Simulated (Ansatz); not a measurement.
Born–Oppenheimer molecular dynamics of CH4NO (7 atoms, charge 0, multiplicity 2). It starts from a rough guess of a transition structure, not a stationary point.

The calculation used UKS PBE0-D4/def2-SVP in Ansatz 0.2.0.

```
ensemble                      : NVE (velocity Verlet)
time step                     : 0.5 fs
steps asked                   : 150
starting velocities drawn for : 1000 K
seed                          : 298937
```

First frame:

```xyz
7
Properties=species:S:1:pos:R:3
O -0.718 -0.236 0.107
C -0.485 -0.681 -0.994
N 0.794 0.874 0.938
H 0.427 -1.237 -1.234
H -1.181 -0.523 -1.829
H 1.012 0.235 1.699
H 0.151 1.569 1.312
```

Q: What does the run give?

A: The run went to its last step.

| Property | Result |
| --- | --- |
| steps done | 150 |
| time covered | 75 fs |
| mean temperature over the second half | 1286 K |
| spread of the potential energy over the second half | 14.9 meV per atom |
| mean potential energy of the second half above the start | -26.1 meV per atom |

The conserved energy stayed within 0.52 meV per atom of its start (net change 0.21 meV per atom), so the integration is sound. A run of 0.075 ps of so small a system gives no equilibrium averages.

Q: What happens to the structure?

A: The step under study would form O1–N3. These pairs go: O1–N3 2.05 → 4.41 Å. In the last frame they stand as before the step (other bonds may differ from the relaxed reactants and products). It ends as CH2O + H2N. Pairs count as bonded within 1.25 times the sum of covalent radii (0.12 Å more for H–H). Another seed would give other details.

Q: How do temperature and energy run in time?

A: 
```json
{"time (fs)": "0.0", "T (K)": "1000", "potential energy less start (eV)": "0.000", "conserved less start (meV/atom)": "0.00"}
{"time (fs)": "2.5", "T (K)": "742", "potential energy less start (eV)": "0.169", "conserved less start (meV/atom)": "0.38"}
{"time (fs)": "5.0", "T (K)": "632", "potential energy less start (eV)": "0.240", "conserved less start (meV/atom)": "0.32"}
{"time (fs)": "7.5", "T (K)": "695", "potential energy less start (eV)": "0.199", "conserved less start (meV/atom)": "0.33"}
{"time (fs)": "10.0", "T (K)": "1081", "potential energy less start (eV)": "-0.051", "conserved less start (meV/atom)": "0.18"}
{"time (fs)": "12.5", "T (K)": "1182", "potential energy less start (eV)": "-0.116", "conserved less start (meV/atom)": "0.24"}
{"time (fs)": "15.0", "T (K)": "1049", "potential energy less start (eV)": "-0.030", "conserved less start (meV/atom)": "0.29"}
{"time (fs)": "17.5", "T (K)": "1111", "potential energy less start (eV)": "-0.070", "conserved less start (meV/atom)": "0.29"}
{"time (fs)": "20.0", "T (K)": "1192", "potential energy less start (eV)": "-0.122", "conserved less start (meV/atom)": "0.35"}
{"time (fs)": "22.5", "T (K)": "1454", "potential energy less start (eV)": "-0.293", "conserved less start (meV/atom)": "0.04"}
{"time (fs)": "25.0", "T (K)": "1288", "potential energy less start (eV)": "-0.183", "conserved less start (meV/atom)": "0.39"}
{"time (fs)": "27.5", "T (K)": "1272", "potential energy less start (eV)": "-0.174", "conserved less start (meV/atom)": "0.29"}
{"time (fs)": "30.0", "T (K)": "1348", "potential energy less start (eV)": "-0.223", "conserved less start (meV/atom)": "0.25"}
{"time (fs)": "32.5", "T (K)": "1478", "potential energy less start (eV)": "-0.307", "conserved less start (meV/atom)": "0.25"}
{"time (fs)": "35.0", "T (K)": "1384", "potential energy less start (eV)": "-0.247", "conserved less start (meV/atom)": "0.21"}
{"time (fs)": "37.5", "T (K)": "1128", "potential energy less start (eV)": "-0.080", "conserved less start (meV/atom)": "0.39"}
{"time (fs)": "40.0", "T (K)": "1338", "potential energy less start (eV)": "-0.217", "conserved less start (meV/atom)": "0.27"}
{"time (fs)": "42.5", "T (K)": "1490", "potential energy less start (eV)": "-0.315", "conserved less start (meV/atom)": "0.28"}
{"time (fs)": "45.0", "T (K)": "1535", "potential energy less start (eV)": "-0.345", "conserved less start (meV/atom)": "0.08"}
{"time (fs)": "47.5", "T (K)": "1106", "potential energy less start (eV)": "-0.065", "conserved less start (meV/atom)": "0.48"}
{"time (fs)": "50.0", "T (K)": "1134", "potential energy less start (eV)": "-0.085", "conserved less start (meV/atom)": "0.28"}
{"time (fs)": "52.5", "T (K)": "1333", "potential energy less start (eV)": "-0.213", "conserved less start (meV/atom)": "0.27"}
{"time (fs)": "55.0", "T (K)": "1493", "potential energy less start (eV)": "-0.317", "conserved less start (meV/atom)": "0.24"}
{"time (fs)": "57.5", "T (K)": "1371", "potential energy less start (eV)": "-0.239", "conserved less start (meV/atom)": "0.21"}
{"time (fs)": "60.0", "T (K)": "1066", "potential energy less start (eV)": "-0.040", "conserved less start (meV/atom)": "0.45"}
{"time (fs)": "62.5", "T (K)": "1256", "potential energy less start (eV)": "-0.164", "conserved less start (meV/atom)": "0.26"}
{"time (fs)": "65.0", "T (K)": "1364", "potential energy less start (eV)": "-0.233", "conserved less start (meV/atom)": "0.30"}
{"time (fs)": "67.5", "T (K)": "1407", "potential energy less start (eV)": "-0.262", "conserved less start (meV/atom)": "0.12"}
{"time (fs)": "70.0", "T (K)": "1032", "potential energy less start (eV)": "-0.018", "conserved less start (meV/atom)": "0.45"}
{"time (fs)": "72.5", "T (K)": "1123", "potential energy less start (eV)": "-0.078", "conserved less start (meV/atom)": "0.27"}
{"time (fs)": "75.0", "T (K)": "1349", "potential energy less start (eV)": "-0.224", "conserved less start (meV/atom)": "0.21"}
```

Time of the run: 4.9 min on 1 CPU thread of a shared host.
